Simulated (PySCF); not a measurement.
Dipole moment and polarisability of `C=N[SiH3]`

Compound: CH₅NSi.
Atom-mapped SMILES: `[CH2:1]=[N:2][SiH3:3]` (hydrogens: H4, H5 on C1; H6, H7, H8 on Si3)

Cartesian coordinates in Å at the GFN2-xTB level; atoms count from 1:
```
atom  x, y, z in Å
C1     1.5381   -0.1170    0.0165
N2     0.4061   -0.3311    0.4895
Si3   -1.2012    0.0720    0.0182
H4     1.7396    0.4414   -0.9038
H5     2.4154   -0.5019    0.5325
H6    -1.6950    0.8325    1.1627
H7    -1.8328   -1.2369   -0.1231
H8    -1.3612    0.8504   -1.2171
```

Level: PBE0/def2-SVPD (PySCF), static field, nuclei fixed, core orbitals frozen in the response. The polarisability tensor in these axes (au):

```
x   62.70 -0.84 -1.37
y   -0.84 40.15 -2.56
z   -1.37 -2.56 42.76
```

Q: Give the principal values, the mean and the anisotropy Δα = √{½[(α1 − α2)² + (α2 − α3)² + (α1 − α3)²]}.

A: Principal values 38.50, 44.30 and 62.81 au; mean 48.54 au = 7.19 Å³ = 8.00 × 10⁻⁴⁰ C²·m²/J; Δα = 21.99 au (45 % of the mean).

Q: What is the dipole moment, and where does it point?

A: (0.81, 0.55, -0.98) D, 1.38 D in size, pointing from the negative to the positive side. Measured along this direction, the outermost atoms are H6 and H7 at the negative end and H4 at the positive end.

Q: Rayleigh depolarisation ratio (linearly polarised light, static tensor)?

A: ρ = 3Δα²/(45ᾱ² + 4Δα²) = 1450.8/(106019 + 1934.4) = 0.0134.

Q: What would n − 1 = 2πNα be for an ideal gas of these molecules at 273.15 K and 1 atm, electronic part alone?

A: N = p/kT = 2.6868 × 10¹⁹ cm⁻³, so n − 1 = 2π × N × 7.19 × 10⁻²⁴ cm³ = 1214 × 10⁻⁶ at long wavelengths.

Q: Give the eigenvalues of the traceless quadrupole moment Θ = ½Σq(3rr − r²1), origin at the centre of nuclear charge.

A: -3.31, -1.34, 4.65 D·Å. The values depend on the origin, since the dipole doesn't vanish. The electronic extent ⟨r²⟩ about the same centre is 278 bohr², a root-mean-square distance of 1.56 Å for the 32 electrons.

Geometry: GFN2-xTB; no solvent, vibrations or thermal averaging.
